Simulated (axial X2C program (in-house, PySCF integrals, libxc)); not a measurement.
Worked dissociation energy of SiCl: CCSD(T), scalar-relativistic

Computed with an in-house relativistic program for diatomic molecules. Spin-free means the one-electron spin-free X2C Hamiltonian. Basis: Cl dyall-av3z [9s8p3d2f], Si dyall-v3z [8s7p2d1f] (cores contracted in-house); Gaussian nuclei, density fitting, unrestricted open shells. Masses: Cl 34.969 u, Si 27.977 u.

Molecular state: M_S = 1/2, Λ = 1 (beyond evenly filled blocks: π+α).

Correlated methods: 11 electrons correlated (number of frozen shells: Cl 2 s, 1 p; Si 2 s, 1 p), 167 virtual spin orbitals or spinors in MP2, 90 natural virtuals in coupled cluster.

```
E(Cl) (2M_S = 1, M_L = 0) : -461.095853 hartree
E(Si) (2M_S = 2, M_L = 0) : -289.540528 hartree
E(SiCl) at Re             : -750.790076 hartree
ωe                        : 522.4 cm⁻¹
ωexe                      : 2.08 cm⁻¹
```

Problem. Work out De and D0.

Solution. De = -461.095853 + (-289.540528) − (-750.790076) = 0.15369 hartree = 4.182 eV. The zero-point energy is ωe/2 − ωexe/4 = 261 cm⁻¹ = 0.032 eV, so D0 = 4.150 eV.

Occupations by symmetry block were frozen at the best pattern of an incomplete PBE0 search. De is counted from the lowest determinant-based energies of the atoms at the same level, without counterpoise correction. Coupled cluster ran in a truncated set of natural virtual spinors; the MP2 energy of the rest was added. (T) has no such correction and the atoms are truncated less, which lowers De at CCSD(T) by a hundredth of an eV or more.

Each atomic determinant is the lowest at this level and need not be a pure term. Totals compare only within one Hamiltonian and basis.
